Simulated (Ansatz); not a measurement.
One change: `CSC(C)(C)C` becomes `CC(C)(C)CS`.

Ansatz, PBE0-D4/def2-TZVP geometries, multiplicity 1. Each molecule was computed in one conformer, which needn't be the lowest.

```csv
property,`CSC(C)(C)C`
size of the dipole moment (ωB97M-V/def2-TZVPP) / D,1.51
HOMO energy (PBE0/def2-TZVPP) / eV,-6.19
HOMO–LUMO gap (ωB97M-V/def2-TZVPP) / eV,10.92
size of the dipole moment (B3LYP/def2-TZVPP) / D,1.51
LUMO energy (B3LYP/def2-TZVPP) / eV,0.72
HOMO–LUMO gap (PBE/def2-TZVPP) / eV,5.10
```

Question: Give the same properties after the change, and the shifts. (Estimate.)

Answer: Ansatz gave: 
| property | `CC(C)(C)CS` | shift |
| --- | --- | --- |
| size of the dipole moment (ωB97M-V/def2-TZVPP) / D | 1.53 | 0.02 |
| HOMO energy (PBE0/def2-TZVPP) / eV | -6.75 | -0.56 |
| HOMO–LUMO gap (ωB97M-V/def2-TZVPP) / eV | 11.10 | 0.18 |
| size of the dipole moment (B3LYP/def2-TZVPP) / D | 1.55 | 0.04 |
| LUMO energy (B3LYP/def2-TZVPP) / eV | 0.21 | -0.51 |
| HOMO–LUMO gap (PBE/def2-TZVPP) / eV | 5.13 | 0.03 |

Dipoles are sizes alone; their direction can turn.

B3LYP here is the variant with VWN-RPA as its local correlation; programs differ in this.
